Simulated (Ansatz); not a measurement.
Frontier orbitals of C$_{5}$H$_{8}$ (`C=C1CCC1`).

The species carries charge 0 and has multiplicity 1. Geometry: relaxed with PBE0-D4/def2-TZVP. Basis def2-TZVPP, Ansatz.

Orbital energies of one run (eV). Highest occupied ones, from the top: -6.51, -8.11, -8.63, -9.03, -9.37, -10.33, -11.63, -12.39, -12.75, -13.93, -16.36, -18.06, -19.68, -23.27. Empty: -0.07, 1.71, 2.23, 2.60, 2.95, 3.50.

Question: Which functional gave them?
A. PBE0
B. ωB97X-V
C. PBE
D. r2SCANh

Answer: D. HOMO energies: r2SCANh -6.51, PBE -5.90, ωB97X-V -9.35, PBE0 -7.02 eV.
